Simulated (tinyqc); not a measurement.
The basis set: RHF and MP2 along a ladder of basis sets, for LiH, spin multiplicity 1. Computed by the program tinyqc with PySCF. 

Geometry (angstrom):
```
atom       x       y       z
Li    0.0000  0.0000  0.0000
H     0.0000  0.0000  1.4060
```

Same geometry throughout; the dipole is taken about the origin.

RHF and frozen-core MP2 in a ladder of bases:
```
basis    functions  E(RHF) (hartree)  E(MP2 corr) (hartree)  HOMO (eV)  LUMO (eV)  dipole (debye)
sto-3g           6          -7.86085               -0.01147     -8.184      2.163           4.823
3-21g           11          -7.92127               -0.01214     -8.397      0.190           5.509
6-31g           11          -7.97122               -0.01203     -8.452      0.362           5.560
6-31g**         19          -7.97348               -0.02073     -8.439      0.358           5.537
cc-pvdz         19          -7.97680               -0.02276     -8.450      0.128           5.581
cc-pvtz         44          -7.98037               -0.02758     -8.466      0.088           5.571
```

From cc-pVDZ to cc-pVTZ the RHF energy falls by 3.6 mhartree and the correlation energy by 4.8. If valence correlation converges as X^-3, (27 E(T) - 8 E(D))/19 gives -0.0296 hartree, a rough estimate from such small X that usually falls short; STO-3G holds about 39 % of it. Beyond STO-3G the LUMO moves by 0.3 eV and the HOMO by 0.1 eV.
